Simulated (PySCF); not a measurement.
Triphosphine, P₃H₅.
Bonds: P1–P2, P2–P3. Hydrogens: H4, H5 on P1; H6 on P2; H7, H8 on P3.

The calculation used PBE0-D3(BJ)/def2-SVP geometry optimisation, gas phase (PySCF).

**Question.** List the bond lengths and angles at this level.

**Answer.** 
```tsv
bond	length (Å)
P1–P2, P2–P3	2.247
P1–H4 and 3 like bonds	1.431
P2–H6	1.432
```

Bonds in one row agree within 0.01 Å and their mean is given. A selection of angles:
```tsv
angle	degrees
P2–P1–H4	93.2
H4–P1–H5	92.1
P1–P2–P3	95.0
P1–P2–H6	92.6
```

P2 (three-coordinate phosphorus) is pyramidal (angles 95.0°, 92.6° and 92.5°, sum 280.1°, 1.01 Å off the plane of its three neighbours). P1 (three-coordinate phosphorus) is pyramidal (angles 93.3°, 93.2° and 92.1°, sum 278.6°, 0.88 Å off the plane of its three neighbours).

Point group: Cs (tolerance 0.08 Å). No frequency check. The numbers are those of one conformer (H–P1–P2–P3 87° and 180°, P1–P2–P3–H -88° and 180°).
